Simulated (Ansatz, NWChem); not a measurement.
## NWChem → Ansatz

NWChem 7.3.0 runs this on BH3O (SMILES BO):

bh3o.xyz:
```
5
BH3O gradient
B     -0.226600    -0.352800     0.074700
O      0.413500     0.801800     0.345900
H     -0.820300    -0.865500     0.977800
H     -0.190600    -0.828900    -1.028100
H      0.874000     1.171800    -0.411700
```

run.py:
```python
from ase.io import read
from ase.calculators.nwchem import NWChem

atoms = read('bh3o.xyz')

calc = NWChem(
    label='bh3o',
    theory='scf',
    memory='2200 mb',
    basis='def2-SVP',
    basispar='spherical bse',
    scf={'nopen': '0', 'rhf': None, 'thresh': '1e-08', 'maxiter': '80', 'print': 'low'},
)
atoms.calc = calc

forces = atoms.get_forces()
e = atoms.get_potential_energy()
print(f"E = {e:.6f} eV")
print("forces (eV/A):")
for s, f in zip(atoms.symbols, forces):
    print(f"{s:2s} {f[0]:10.5f} {f[1]:10.5f} {f[2]:10.5f}")
```

```bash
$ export ASE_NWCHEM_COMMAND="nwchem PREFIX.nwi > PREFIX.nwo"
$ python run.py
```

The shape is that of a PBE0-D4/def2-TZVP optimisation.

It gives a total energy of -101.249810 Eh.

Task: How is this level of theory, on these atoms, set up in Ansatz 0.2.0 as an input file of the program's own?

Result: This input was run:

job.yaml:
```yaml
crystal:
  periodic: [false, false, false]
  atoms:
    - {symbol: B, position_ang: [-0.226600, -0.352800, 0.074700]}
    - {symbol: O, position_ang: [0.413500, 0.801800, 0.345900]}
    - {symbol: H, position_ang: [-0.820300, -0.865500, 0.977800]}
    - {symbol: H, position_ang: [-0.190600, -0.828900, -1.028100]}
    - {symbol: H, position_ang: [0.874000, 1.171800, -0.411700]}
basis:
  gaussian:
    orbitals: def2-SVP
hamiltonian:
  xc: hf
accuracy: high
output: {forces: true, orbitals: {seedname: orbitals}}
```

```bash
$ ansatz run job.yaml --threads 1 --pin off --max-ram 2610MiB --events-out events.jsonl --progress --plain --runs-dir runs
```

Its energy is -101.249810 Eh, the same as the first but for the last digit, at most.
